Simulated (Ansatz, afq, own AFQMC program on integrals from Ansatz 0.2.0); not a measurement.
Two steps: Ansatz 0.2.0 writes the Fock matrix and Cholesky factors of the valence space, and afq projects on them the lowest state that overlaps trial and start.

```yaml
crystal:
  periodic: [false, false, false]
  atoms:
    - {symbol: C, position_ang: [-1.215400, 0.011004, 0.962395]}
    - {symbol: Se, position_ang: [0.271202, 1.244606, 0.955628]}
    - {symbol: H, position_ang: [-1.847901, 0.284097, 1.822857]}
    - {symbol: H, position_ang: [-0.873765, -1.023755, 1.099267]}
    - {symbol: H, position_ang: [-1.816346, 0.107127, 0.048134]}
basis:
  gaussian: {orbitals: def2-TZVP}
magnetization: {spin_polarized: true, initial_magnetization: 1}
correlation: {method: ccsd_t, electrons: outside_noble_gas, hamiltonian_folder: ham}
```

```sh
$ ansatz run in.yaml --threads 1 --pin off --events-out ev --progress --plain --max-ram 24576MiB --backend cuda --devices 0, --max-vram 18GiB
```

afq runs on the folder ham with

```
--method free --trial cisd --walkers 1800 --time-step 0.03 --max-blocks 4000 --target-error 0.00025 --factor-cut 1e-05 --seed 3247 --times 0,0.21,0.42,0.81,1.2,1.8,2.4,3 --taylor-order 8
```

Times are imaginary, in 1/Eh. The walk had a cap of 122 s. Filled inner d shells are frozen with the cores.

afq prints:

```
orbitals 82  electrons 7 6  factors 614 of 672
reference energy -2439.45704033 Eh
CCSD correlation -0.33215101 Eh in 10 cycles, weight of the determinant in the CISD state 0.8703
repeat  energy at the last time / Eh  error
    10  -2439.803087  0.000384
    20  -2439.802804  0.000318
    30  -2439.802962  0.000243
time / (1/Eh)  energy / Eh  error  mean overlap
  0.00  -2439.789125  0.000065  1.1489
  0.21  -2439.796290  0.000086  1.1491
  0.42  -2439.799259  0.000092  1.1498
  0.81  -2439.801369  0.000083  1.1546
  1.20  -2439.802107  0.000106  1.1593
  1.80  -2439.802864  0.000140  1.1549
  2.40  -2439.802869  0.000203  1.1656
  3.00  -2439.802921  0.000238  1.1747
energy -2439.802921 +/- 0.000238 Eh
```

The run passed its tests (error under three times the target), which doesn't prove that it has relaxed.

Against this walk (error 6.5 meV) on the same determinant: CCSD(T) 33.5 meV higher, CCSDT(Q) 4.9 meV lower (within the noise). The error is statistical, and a free projection of finite length keeps a remainder of its start.

Cautions: remainder of the start not in the error; no relativity below Rb; no spin-orbit coupling; inner d shell frozen.

The walk took 64 s on 1 × NVIDIA H100 80GB HBM3 with 1 thread of AMD EPYC 7R13 Processor (Zen 3), on a shared host (the card was shared). The log's last line is the free-projection energy.

CCSDT and higher add their correlation energy to the determinant of the CCSD(T) run, since their own runs factorise the integrals more tightly (a shift of under 2 meV).
